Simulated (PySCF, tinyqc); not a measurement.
Worked calculation: LCCD on RHF in the sto-6g basis, frozen core, for HF, spin multiplicity 1. The lowest restricted solution is unstable here: a spin-polarised one lies 0.0015 hartree lower (PySCF). One step of it, computed by the program tinyqc.

Task: LCCD: starting amplitudes. t_ij^ab = <ij||ab> / (e_i + e_j - e_a - e_b), whose energy is MP2.

orbital energies (hartree): MO1 -26.263096, MO2 -1.429348, MO3 -0.493543, MO4 -0.472054, MO5 -0.472054, MO6 0.354034

Two-electron integrals over orbitals (pq|rs), unique and non-zero (hartree); the lowest 1 orbital is frozen and left out:
```
(22|22) 0.876486    (32|22) -0.045060   (32|32) 0.135635    (33|22) 0.696478
(33|32) -0.015596   (33|33) 0.680164    (42|42) 0.189628    (43|42) -0.027708
(43|43) 0.035692    (44|22) 0.897486    (44|32) -0.065448   (44|33) 0.682357
(44|44) 0.998085    (52|52) 0.189628    (53|52) -0.027708   (53|53) 0.035692
(54|54) 0.053789    (55|22) 0.897486    (55|32) -0.065448   (55|33) 0.682357
(55|44) 0.890506    (55|55) 0.998085    (62|22) -0.086939   (62|32) -0.076385
(62|33) -0.023506   (62|44) -0.085558   (62|55) -0.085558   (62|62) 0.091030
(63|22) -0.236778   (63|32) 0.079626    (63|33) -0.095528   (63|44) -0.244928
(63|55) -0.244928   (63|62) 0.037085    (63|63) 0.230373    (64|42) -0.028456
(64|43) -0.022206   (64|64) 0.028777    (65|52) -0.028456   (65|53) -0.022206
(65|65) 0.028777    (66|22) 0.639355    (66|32) 0.046865    (66|33) 0.649293
(66|44) 0.622574    (66|55) 0.622574    (66|62) -0.054088   (66|63) -0.023210
(66|66) 0.677354
```

Give: Starting amplitudes; correlation energy.

Result:

Starting amplitudes (spin orbitals 1a, 1b, ...; amplitudes related by a flip of all spins are not repeated):
```
from      to        t
3a 3b  6a 6b  -0.1359
2a 2b  6a 6b  -0.0255
5a 5b  6a 6b  -0.0174
4a 4b  6a 6b  -0.0174
2a 3b  6a 6b  -0.0141
```

correlation energy = -0.035679 hartree
